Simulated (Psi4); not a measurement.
Reaction (SMILES): P (PH3) → [PH2-] + H+
B3LYP-D3(BJ)/def2-TZVP geometries, fixed; electronic energies without zero-point terms.

Basis-set convergence of the deprotonation energy at B3LYP with Psi4. All functions are spherical. Density fitting with the program's default auxiliary sets. Psi4's default fitting sets serve the pcseg sets less well. No added dispersion term, no relativity. Functions are those of the species that has most. Reference: the value in aug-cc-pV(Q+d)Z, 372.77 kcal/mol, itself unsure by roughly 2.94 kcal/mol (its distance from def2-QZVPPD).

```
basis            functions  deprotonation energy (kcal/mol)
---------------  ---------  -------------------------------
def2-SV(P)              24                           389.47
cc-pV(D+d)Z             38                           388.32
6-311+G**               48                                …
aug-cc-pV(D+d)Z         59                                …
6-311++G(2d,2p)         65                                …
aug-cc-pV(T+d)Z        124                           372.55
def2-QZVPP             160                           376.24
aug-pcseg-3            236                                …
cc-pV(5+d)Z            265                           375.96
```

**Question.** Some entries are withheld; supply them.

**Answer.** 
- 6-311+G**, deprotonation energy (kcal/mol): 372.19
- aug-cc-pV(D+d)Z, deprotonation energy (kcal/mol): 371.14
- 6-311++G(2d,2p), deprotonation energy (kcal/mol): 372.69
- aug-pcseg-3, deprotonation energy (kcal/mol): 372.29
